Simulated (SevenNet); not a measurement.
# fcc Pd

Computed with the machine-learned potential SevenNet-0 (trained on PBE and PBE+U data).

Cell (relaxed at this level):

```
CELL_PARAMETERS angstrom
      0.00000     1.97761     1.97761
      1.97761     0.00000     1.97761
      1.97761     1.97761     0.00000
ATOMIC_POSITIONS crystal
  Pd 0.00000 0.00000 0.00000
```

```yaml
vacancy_formation_energy: 0.91 eV
```

Measured, for comparison: vacancy formation energy 1.85 ± 0.2 eV (no zero-point or thermal correction, monovacancy; as tabulated in Mehl and Papaconstantopoulos (1996), arXiv:mtrl-th/9602003). Computed (rounded) less measured: vacancy formation energy -0.94 eV.

A machine-learned potential is trained on density-functional data: it inherits that level's misses and adds fitting errors of its own.

Note: this model's volume lies 5 % above that of the starting cell (a measured, published or database cell).
